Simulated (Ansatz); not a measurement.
`C/N=C(/F)Cl`, relaxed with RKS PBE0-D4/def2-TZVP in Ansatz 0.2.0 from a GFN2-xTB geometry. The force threshold is 0.005 eV/Å; the program also tests the step.

Charge 0, multiplicity 1.

Start:

```xyz
8

C    -1.025   -0.404    0.055
N    -0.037    0.342   -0.652
C     1.111    0.548   -0.263
F     1.951    1.256   -0.996
Cl    1.896    0.023    1.219
H    -1.346   -1.220   -0.591
H    -1.880    0.252    0.217
H    -0.671   -0.799    1.011
```

Problem. How much energy does the relaxation release, and in how many steps? (Estimate.)

Solution. The calculation gave: 0.02 eV, in 6 steps, 1 of them rejected.

Problem. Which bonds change most? (Best estimate.)

Solution. Computed: C3–Cl5 from 1.758 to 1.735 Å; C1–N2 from 1.425 to 1.434 Å; C1–H7 from 1.090 to 1.092 Å; C1–H6 from 1.090 to 1.092 Å.

Problem. Give the relaxed structure. (Estimate.)

Solution. Ansatz gave: 
```xyz
8

C    -1.015   -0.398    0.052
N    -0.038    0.356   -0.677
C     1.109    0.552   -0.272
F     1.977    1.253   -0.975
Cl    1.850    0.018    1.202
H    -1.352   -1.229   -0.571
H    -1.883    0.238    0.235
H    -0.648   -0.790    1.006
```
